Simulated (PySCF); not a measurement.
CH6Si.
Numbering: `[CH3:1][SiH3:2]` (hydrogens: H3, H4, H5 on C1; H6, H7, H8 on Si2)

A linear-response calculation (PySCF, def2-SVPD basis, gas phase, vertical, core orbitals frozen in the response) gave these numbers; the functional is withheld.

Orbital energies (eV): HOMO-3 -13.05, HOMO-2 -10.75, HOMO-1 -10.75, HOMO -10.64, LUMO 1.12, LUMO+1 1.68, LUMO+2 2.45.

```tsv
state	E (eV)	f	main configurations (H = HOMO, L = LUMO)
S1	8.56	0.079	H→L (97%)
S2	8.65	0.022	H-2/H-1→L (≥86%)
S3	8.65	0.022	H-2/H-1→L (≥86%)
S4	9.21	0.105	H-2/H-1→L+1 (≥83%)
S5	9.21	0.106	H-2/H-1→L+1 (≥83%)
S6	9.27	0.0000	H-2/H-1→L+2 (≥48%), H-2/H-1→L+3 (≥48%)
```

Triplets (Tamm–Dancoff): T1 8.06 eV, H→L (83%), H→L+1 (11%); T2 8.18 eV, H-2/H-1→L (≥76%), H-2/H-1→L+4 (≥15%); T3 8.18 eV, H-2/H-1→L (≥76%), H-2/H-1→L+4 (≥15%).

Vertical ionisation energy by ΔSCF with the same functional: 11.69 eV. Mean static polarisability: 43.1 au.

Orbitals of the list HOMO-3 to LUMO+2 that lie within 0.01 eV of each other are written together with a slash and their weights summed (≥ marks a lower bound); for degenerate orbitals outside that list single weights are arbitrary.

Problem. Which of these was used?
A. PBE
B. PBE0
C. CAM-B3LYP
D. HF

Solution. C. CAM-B3LYP is range-separated, 19% exact exchange at short range and 65% at long range (ω = 0.33 bohr⁻¹). In this run −ε(HOMO) = 10.64 eV differs from the ΔSCF value by -1.06 eV, and S1 differs from the orbital gap of 11.76 eV by -3.20 eV. The ratio −ε(HOMO)/IP is 0.91. Small neutral molecules mostly give 0.85 to 0.93 with CAM-B3LYP, 0.5 to 0.7 with PBE, 0.7 to 0.83 with PBE0; Hartree–Fock can't fall below 1, since the ion's relaxation only lowers the ΔSCF value.

Method used: TDDFT CAM-B3LYP/def2-SVPD, vertical, gas phase, core orbitals frozen in the response in PySCF 2.14.0, density-fitted response routines. Isolated species at its PBE0-D3(BJ)/def2-SVP geometry, gas phase.
